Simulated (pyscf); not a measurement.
Optimised with ωB97X-D3(BJ)/def2-SVP in PySCF.

Question: List the bond dissociation enthalpies at 298 K of `[CH3][CH]([CH3])[F]` from ωB97M-D3(BJ)/def2-TZVP, from the weakest bond up.

Answer: C–C to CH₃• + H₃C–CH•–F: 3.96 eV; C–H to H₃C–C•(CH₃)–F + H•: 4.20 eV; C–H to •H₂C–CH(CH₃)–F + H•: 4.46 eV; C–F to H₃C–CH•–CH₃ + F•: 4.93 eV. Ring and multiple bonds, and those that leave no two simple radicals, are not listed. •H₂C–CH(CH₃)–F lies 0.29 eV over its isomer H₃C–C•(CH₃)–F, and others may lie lower still (electronic energy, ωB97M-D3(BJ)). Other isomers of H₃C–CH•–F, H₃C–CH•–CH₃, H₃C–C•(CH₃)–F were not searched in full and may lie lower. Left out: the spin-orbit lowering of F.
